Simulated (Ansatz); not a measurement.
# CH6SSi (built from SMILES C[SiH].S): a saddle search

Does the minimum-mode search get back to a saddle from here?

The runs use Ansatz 0.2.0, Gaussian basis; wB97X-V/pcseg-2.

### Step 1. Where the work starts

The start, a known saddle point with all atoms moved at random by about 0.06 Å a coordinate: 9 atoms, charge 0, spin multiplicity 1.

Atoms are counted from 1 here; the program's logs count them from 0.

Bond lengths: Si1–C2 1.797 Å, Si1–H5 1.428 Å, C2–H6 1.174 Å, C2–H7 1.130 Å, C2–H8 1.151 Å, H3–S4 1.495 Å, S4–H9 1.376 Å. Angles: C2–Si1–H5 106.1°, Si1–C2–H6 117.3°, Si1–C2–H7 110.0°, Si1–C2–H8 113.8°, H6–C2–H7 100.8°, H6–C2–H8 106.7°, H7–C2–H8 107.1°, H3–S4–H9 80.6°.

Coordinates:

```csv
atom,x (Å),y (Å),z (Å)
Si1,-0.74674,-0.30006,0.55293
C2,0.93800,-0.88000,0.31604
H3,-1.57512,0.24218,-0.95318
S4,-0.67272,1.35705,-1.37626
H5,-0.67189,0.75138,1.51684
H6,1.16488,-1.49372,-0.65820
H7,1.19965,-1.63999,1.10989
H8,1.72849,-0.04525,0.37279
H9,-1.67094,2.08998,-0.77554
```

### Step 2. The search

The input, run/in.yaml:

```yaml
crystal:
  periodic: [false, false, false]
  atoms:
    - {symbol: Si, position_ang: [-0.746738, -0.300056, 0.552929]}
    - {symbol: C, position_ang: [0.938002, -0.879999, 0.316042]}
    - {symbol: H, position_ang: [-1.575121, 0.242175, -0.953183]}
    - {symbol: S, position_ang: [-0.672722, 1.357053, -1.376262]}
    - {symbol: H, position_ang: [-0.671889, 0.751380, 1.516843]}
    - {symbol: H, position_ang: [1.164877, -1.493723, -0.658197]}
    - {symbol: H, position_ang: [1.199645, -1.639991, 1.109893]}
    - {symbol: H, position_ang: [1.728485, -0.045250, 0.372795]}
    - {symbol: H, position_ang: [-1.670940, 2.089983, -0.775543]}
basis:
  gaussian: {orbitals: pcseg-2}
hamiltonian: {xc: {name: wB97X-V}}
saddle:
  f_tol: 0.1
  max_steps: 40
  mode_guess:
    - [0.1532, 0.4148, -0.2142]
    - [-0.0542, -0.0146, -0.0292]
    - [-0.2437, -0.5250, 0.3386]
    - [0.3169, 0.0954, 0.0959]
    - [-0.0207, 0.0823, 0.0284]
    - [0.0045, 0.2018, -0.1421]
    - [-0.0939, -0.1658, -0.1416]
    - [-0.0581, -0.0030, 0.1871]
    - [-0.0039, -0.0858, -0.1228]
```

Run with:

```
> ansatz run in.yaml --threads 2 --pin off --events-out ev --progress --plain --max-ram 4352MiB
```

Q: Predict the outcome of this session. Wanted: energy change; last largest force; RMSD from the start; RMSD from the known saddle.

The runs gave:

| quantity | value |
| --- | --- |
| steps | 12 |
| energy change | -8.9 kcal/mol |
| last largest force | 0.0089 eV/Å |
| RMSD from the start | 0.077 Å |
| RMSD from the known saddle | 0.047 Å |

It converged in 12 steps at a force tolerance of 0.1 eV/Å. It is back at the known saddle, up to the shift that another level brings.
